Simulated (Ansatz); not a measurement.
**Atomization energy of HO, doublet, from cheap to dear**

Geometry (MP2(full)/6-31G*, from the G2/97 set):

```xyz
2

O     0.0000    0.0000    0.0000
H     0.0000    0.0000    0.9791
```

Measured, as an electronic atomization energy: 445.4 kJ/mol (G2/97 heats of formation of molecule and atoms, with zero-point and thermal terms from B3LYP taken off; Curtiss et al., J. Chem. Phys. 106, 1063 (1997), Staroverov et al., J. Chem. Phys. 119, 12129 (2003)). The measured value holds scalar relativity and spin–orbit coupling, which all computed ones lack, and core correlation, which the wave-function levels lack. Atoms are taken at the same level, with ROHF references for molecule and atoms in the R rows. Truncated CI is not size-consistent. The atoms' steps beyond CCSDT(Q) are taken from restricted open-shell runs, which share full CI's core. Ansatz 0.2.0; the 6-31G* set has Cartesian d functions; a miss is computed less measured; times are wall times on shared hosts and scatter by a factor of two or so. A small miss in a small set is a cancellation of the method's error against the basis error.

```tsv
level	basis	miss (kJ/mol)	time of the run	hardware
RMP2	STO-3G	-160.5	–	–
RCCSD(T)	STO-3G	-136.0	0.09 s	1 CPU thread
UCCSDT(Q)	STO-3G	-136.0	0.28 s	1 CPU thread
UCCSDTQ	STO-3G	-136.0	0.7 s	1 CPU thread
PBE	STO-3G	-23.6	0.15 s	1 CPU thread
RHF	6-31G	-221.6	–	–
UMP2	6-31G	-121.5	–	–
RCCSD(T)	6-31G	-116.3	0.24 s	1 CPU thread
RCCSDT(Q)	6-31G	-115.8	1.8 s	1 CPU thread
UCCSDTQ	6-31G	-115.8	7.5 s	1 CPU thread
full CI	6-31G	-115.7	0.4 s	1 CPU thread
PBE	6-31G	-43.5	0.21 s	1 CPU thread
B3LYP	6-31G	-52.4	0.18 s	1 CPU thread
B2PLYP	6-31G	-77.6	0.18 s	1 CPU thread
RHF	6-31G*	-180.9	–	–
UHF	6-31G*	-183.6	0.09 s	1 CPU thread
RCCSD(T)	6-31G*	-71.8	0.28 s	1 CPU thread
UCCSDT(Q)	6-31G*	-71.2	1.8 s	1 CPU thread
MRCISD+Q (valence space)	6-31G*	-72.7	0.33 s	1 CPU thread
full CI	6-31G*	-71.1	1.6 s	1 CPU thread
B2PLYP	6-31G*	-38.3	0.21 s	1 CPU thread
UHF	cc-pVDZ	-177.3	0.09 s	1 CPU thread
UMP2	cc-pVDZ	-53.1	–	–
RCCSD(T)	cc-pVDZ	-51.1	0.3 s	1 CPU thread
UCCSDT(Q)	cc-pVDZ	-50.5	1.8 s	1 CPU thread
PBE	cc-pVDZ	-11.8	0.24 s	1 CPU thread
r2SCAN	cc-pVDZ	-13.6	0.42 s	1 CPU thread
B3LYP	cc-pVDZ	-19.2	0.21 s	1 CPU thread
wB97M-V	cc-pVDZ	-15.1	0.54 s	1 CPU thread
B2PLYP	cc-pVDZ	-32.6	0.21 s	1 CPU thread
RMP2	cc-pVTZ	-14.1	–	–
UMP2	cc-pVTZ	-14.6	–	–
UCCSD(T)	cc-pVTZ	-15.1	1.4 s (with forces)	1 CPU thread
B3LYP	cc-pVTZ	1.2	0.3 s	1 CPU thread
RHF	cc-pVQZ	-157.5	–	–
UHF	cc-pVQZ	-161.3	0.21 s	1 CPU thread
UCCSD(T)	cc-pVQZ	-4.2	2.6 s	1 CPU thread
MRCISD+Q (valence space)	cc-pVQZ	-6.9	2.3 s	H100 + 5 CPU threads
r2SCAN	cc-pVQZ	6.9	1.3 s	H100 + 5 CPU threads
B2PLYP	cc-pVQZ	-0.1	1.3 s	H100 + 5 CPU threads
```

HF's time is that of a plain UHF run. A dash: the level came out of a higher level's run.

A composite of the best parts (unrestricted reference, at this geometry, which isn't the minimum of the high levels):

```
                                    part  kJ/mol
Hartree–Fock limit (T, Q; exp(−5.46 √X))  284.85
   CCSD(T) correlation limit (T, Q; X⁻³)  163.25
                    CCSDT − CCSD(T) (QZ)   -0.06
                                (Q) (QZ)    0.38
                  CCSDTQ − CCSDT(Q) (DZ)    0.00
                                     sum   448.4
                       sum less measured     3.0
```
